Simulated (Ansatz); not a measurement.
## A rate constant, worked out

An elementary step of SiNH5, singlet (SiNH₅ ([NH2][SiH3]) → SiNH₃ ([NH][SiH2]) + H₂; Si–H, N–H broken or loosened, H–H formed or tightened). The start structure is the reactant molecule, and the electronic barrier above it is 3.631 eV by CCSD(T) at an estimated basis limit (MP2 extrapolated from triple and quadruple zeta, plus CCSD(T) − MP2 in triple zeta). Ansatz 0.2.0; basis: def2-TZVPP and def2-QZVPP; cores frozen in the correlated methods. Extrapolation: Hartree–Fock as exp(−7.88 √X), correlation as X^−2.97. Harmonic wavenumbers at PBE0-D4/def2-TZVP (Ansatz 0.2.0), in cm⁻¹:

Start: 174, 389, 625, 701, 852, 916, 924, 978, 984, 1585, 2177, 2229, 2232, 3603, 3695.

Saddle: 1380i, 230, 537, 606, 733, 772, 936, 984, 1101, 1140, 1914, 2121, 2189, 2227, 3656.

(1) Work out the transition-state-theory rate constant at 700 K from these numbers alone (harmonic vibrations; rotation, path degeneracy and anharmonicity left out), and the Wigner tunnelling factor. Use 1 cm⁻¹ = 1.2398 × 10⁻⁴ eV and k_B = 8.617 × 10⁻⁵ eV/K.

The T1 diagnostic stays at or below 0.018.

Answers

(1) Zero-point energies, half the sums: start 22064/2 cm⁻¹ = 1.3678 eV; saddle, real modes only, 19146/2 cm⁻¹ = 1.1869 eV.
Barrier with zero-point energy: 3.631 + 1.1869 − 1.3678 = 3.4501 eV.
k_BT = 0.06032 eV, so the barrier is 57.20 k_BT.
Vibrational partition functions from the zero-point level, ln q = −Σ ln(1 − exp(−hν/k_BT)): start 3.269, saddle 2.763.
k = (k_BT/h) exp(ln q‡ − ln q) exp(−E0/k_BT), with log₁₀(k_BT/h in s⁻¹) = 13.16: log₁₀ k = 13.16 + (-0.506 − 57.20)/2.3026 = -11.90, so k ≈ 1 × 10^(-12) s⁻¹.
Wigner factor: 1 + (hν‡/k_BT)²/24 = 1 + (2.84)²/24 = 1.34. A change of 1 kcal/mol (0.043 eV) in the barrier would change k by a factor of 2.1 at this temperature.

Labels in which every atom is bracketed show which atoms are joined, not bond orders.

For scale, one of the runs: CCSD(T)/def2-TZVPP, 143 basis functions, launched by `ansatz run in.yaml --threads 2 --pin off --events-out ev --progress --plain --max-ram 4352MiB`. The run took 11 s on 2 CPU threads of an Intel Xeon Platinum 8375C (shared host), with 0.8 GiB of host memory at its peak.
